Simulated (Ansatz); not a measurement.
We consider rock-salt BaS, described by r²SCAN (PAW; Ansatz, a quantum-chemistry and plane-wave program).

Numerical settings: plane-wave cutoff 560 eV, 10×10×10 k mesh, Fermi–Dirac smearing 0.01 eV, scalar-relativistic PAW data made under PBE.

Properties against volume:

| V (Å³/atom) | P (GPa) | direct gap at Γ (eV) | smallest gap on the k mesh (eV) |
|---|---|---|---|
| 31.164 | 3.16 | 4.406 | 2.482 |
| 31.827 | 1.99 | 4.402 | 2.517 |
| 32.490 | 0.94 | 4.331 | 2.549 |
| 33.153 | 0.00 | 4.222 | 2.578 |
| 33.816 | -0.84 | 4.116 | 2.605 |
| 34.479 | -1.60 | 4.015 | 2.628 |
| 35.142 | -2.28 | 3.918 | 2.650 |

The fundamental gap (2.58 eV at the equilibrium volume, with added k points) lies elsewhere than Γ–Γ.

Spin–orbit coupling is not included.
